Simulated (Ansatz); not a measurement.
This geometry of AlH3 + H3P (8 atoms, charge 0, multiplicity 1) is a first-order saddle point.

Method: Ansatz, RKS PBE-D4/6-31G*.

```xyz
8
Properties=species:S:1:pos:R:3
Al 0.048 -0.296 0.015
H -0.061 0.174 1.665
H 1.506 0.048 -0.520
H -1.404 -0.159 -0.618
P 0.131 -2.675 1.181
H -0.655 -2.961 0.016
H 1.395 -2.756 0.511
H -0.013 -0.955 1.635
```

**Question.** Which two structures does it join? (They come from a converged band through this point; their orientation in space is the band's.)

**Answer.** Bonds broken: Al1–H2, P5–H8. Bonds formed: Al1–P5, H2–H8. AlH3 + H3P becomes AlH4P + H2.

Image 0:

```xyz
8
Properties=species:S:1:pos:R:3
Al 0.021 0.060 0.132
H -0.084 0.740 1.585
H 1.456 -0.079 -0.573
H -1.319 -0.245 -0.695
P 0.180 -2.977 1.202
H -0.664 -2.799 0.055
H 1.377 -2.648 0.486
H -0.020 -1.629 1.695
```

Image 8:

```xyz
8
Properties=species:S:1:pos:R:3
Al 0.112 -0.704 -0.101
H -0.130 0.644 1.857
H 1.444 0.168 -0.288
H -1.320 -0.134 -0.539
P 0.242 -2.866 0.824
H -0.635 -3.438 -0.160
H 1.442 -3.211 0.115
H -0.206 -0.038 2.177
```

**Question.** How far does it lie above each of them?

**Answer.** 16.4 kcal/mol above the first and 23.4 kcal/mol above the second. This is the barrier of this one path; another mechanism may lie lower. The orbitals stay closed-shell, which can raise the energy where a bond breaks towards radicals; this wasn't checked here.

The run took 100 s on 1 thread of Arm Neoverse V1, with other jobs on the host, peak memory 0.095 GiB.
